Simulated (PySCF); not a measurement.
**Orbital picture of AlF⁺**

M06-L at R = 1.637 Å; basis Al pcseg-1, F pcseg-1; no relativity; PySCF 2.14. State: ²Σ⁺ (doublet), unpaired electrons σ ↑. Only the outer orbitals are listed, counted within each symmetry.

```json
{"spin": "α", "orbital": "5σ", "occ.": "1", "ε (eV)": "-38.34", "on Al (%)": "4", "main shells (%)": "95 F s"}
{"spin": "α", "orbital": "6σ", "occ.": "1", "ε (eV)": "-18.93", "on Al (%)": "21", "main shells (%)": "75 F p, 19 Al s"}
{"spin": "α", "orbital": "2π", "occ.": "1", "ε (eV)": "-17.13", "on Al (%)": "6", "main shells (%)": "94 F p"}
{"spin": "α", "orbital": "2π", "occ.": "1", "ε (eV)": "-17.13", "on Al (%)": "6", "main shells (%)": "94 F p"}
{"spin": "α", "orbital": "7σ", "occ.": "1", "ε (eV)": "-14.83", "on Al (%)": "88", "main shells (%)": "68 Al s, 19 Al p, 12 F p"}
{"spin": "α", "orbital": "3π", "occ.": "0", "ε (eV)": "-9.12", "on Al (%)": "96", "main shells (%)": "95 Al p"}
{"spin": "α", "orbital": "3π", "occ.": "0", "ε (eV)": "-9.12", "on Al (%)": "96", "main shells (%)": "95 Al p"}
{"spin": "α", "orbital": "8σ", "occ.": "0", "ε (eV)": "-6.17", "on Al (%)": "101", "main shells (%)": "81 Al p, 11 Al s, 9 Al d"}
{"spin": "β", "orbital": "5σ", "occ.": "1", "ε (eV)": "-38.05", "on Al (%)": "4", "main shells (%)": "95 F s"}
{"spin": "β", "orbital": "6σ", "occ.": "1", "ε (eV)": "-18.37", "on Al (%)": "18", "main shells (%)": "79 F p, 15 Al s"}
{"spin": "β", "orbital": "2π", "occ.": "1", "ε (eV)": "-17.03", "on Al (%)": "6", "main shells (%)": "94 F p"}
{"spin": "β", "orbital": "2π", "occ.": "1", "ε (eV)": "-17.03", "on Al (%)": "6", "main shells (%)": "94 F p"}
{"spin": "β", "orbital": "7σ", "occ.": "0", "ε (eV)": "-14.23", "on Al (%)": "93", "main shells (%)": "66 Al s, 26 Al p"}
{"spin": "β", "orbital": "3π", "occ.": "0", "ε (eV)": "-9.40", "on Al (%)": "97", "main shells (%)": "94 Al p"}
{"spin": "β", "orbital": "3π", "occ.": "0", "ε (eV)": "-9.40", "on Al (%)": "97", "main shells (%)": "94 Al p"}
```

Q: Which are the highest filled and the lowest empty level, where do they sit, and how wide is the gap?

A: Highest filled α 7σ at -14.83 eV (in %: 68 Al s, 19 Al p, 12 F p); lowest empty β 7σ at -14.23 eV (in %: 66 Al s, 26 Al p); the gap at M06-L is 0.60 eV.

```
bond order (Mayer)                                                                                                : 1.05
⟨S²⟩                                                                                                              : 0.751
charge on Al (Mulliken, basis-dependent)                                                                          : 1.40
charge on Al (Löwdin, basis-dependent)                                                                            : 1.23
dipole moment (positive dipole points towards F; it is taken about the centre of mass and depends on that origin) : -5.52 D
```

Shares are Mulliken populations and can fall outside 0 to 100 %.

The state is the lowest determinant that a PBE0 search found; another state may lie lower at other levels.
